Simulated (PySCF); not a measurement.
Computed with core-valence-separated Tamm–Dancoff BHandHLYP/aug-pcX-1 (pcseg-1 on H) in PySCF, non-relativistic, gas phase, PBE0-D3(BJ)/def2-SVP geometry. The energies are unshifted.

Main lines of an unknown, eV (oscillator strength): C K: 282.8 (0.060), 282.9 (0.063), 285.2 (0.009), 285.4 (0.008), 285.4 (0.014). Listed: the first five lines at most of each edge with a tenth or more of its strongest line's intensity; roots within 0.03 eV on the same or equivalent atoms are summed. Only the lowest roots were sought, and the top ones are left out.

Task: Which candidate gives them?
A. cis-3-hexene (`CC/C=C\CC`)
B. trans-2-hexene (`C/C=C/CCC`)

Result: B. 

- `C/C=C/CCC`: C K: 282.8 (0.060), 282.9 (0.063), 285.2 (0.009), 285.4 (0.008), 285.4 (0.014). First C line listed at 282.8 eV, hole on the alkene CH carbon (1s→π*).
- `CC/C=C\CC`: C K: 282.8 (0.124), 285.3 (0.014), 285.5 (0.024), 285.6 (0.035), 286.0 (0.050). First C line listed at 282.8 eV, hole on the alkene CH carbon.

One conformer each; other structures than these candidates weren't tested.

The values belong to the conformer `[CH3:1]/[CH:2]=[CH:3]/[CH2:4][CH2:5][CH3:6]`: C2–C3–C4–C5 -120°, C3–C4–C5–C6 65°.
